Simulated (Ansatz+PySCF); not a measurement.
Results of a calculation; reference values are marked as such.
## Several solutions for singlet C3H5(+)

```xyz
8

C     0.0000    0.0000   -0.4928
C     0.0000    1.1898    0.2111
C     0.0000   -1.1898    0.2111
H     0.0000    0.0000   -1.5874
H     0.0000    2.1593   -0.3030
H     0.0000    1.2037    1.3086
H     0.0000   -2.1593   -0.3030
H     0.0000   -1.2037    1.3086
```

Basis set: def2-SVP (spherical functions). Charge 1, multiplicity 1.

UHF was run from several starts with Ansatz (development build ahead of 0.2.0) and PySCF 2.14.0.

| run | program | start | converged | energy (hartree) | <S²> |
| --- | --- | --- | --- | --- | --- |
| A | Ansatz | stability test followed | yes | -116.10535 | 0.15 |
| B | Ansatz | search for the lowest state | yes | -116.10535 | 0.15 |
| C | PySCF | program defaults | yes | -116.10490 | 0.00 |
| D | Ansatz | atomic start, no search | yes | -116.10489 | 0.00 |
| E | PySCF | guess minao, instabilities followed | yes | -116.10535 | 0.15 |
| F | PySCF | guess atom, instabilities followed | yes | -116.10535 | 0.15 |
| G | PySCF | guess huckel, instabilities followed | yes | -116.10535 | 0.15 |
| H | PySCF | guess 1e, instabilities followed | yes | -116.10535 | 0.15 |

Task: Which runs reached the lowest solution of this kind, and what is wrong with the others?

Result: A, B, E, F, G, H reached the lowest solution found. Converged but too high: C by 0.01 eV, D by 0.01 eV. Convergence only shows a stationary point, and even a stable one can lie too high; stability tests and further starts are what find lower ones. Caution: the unrestricted determinant is spin contaminated. Caution: the determinant breaks the point group.
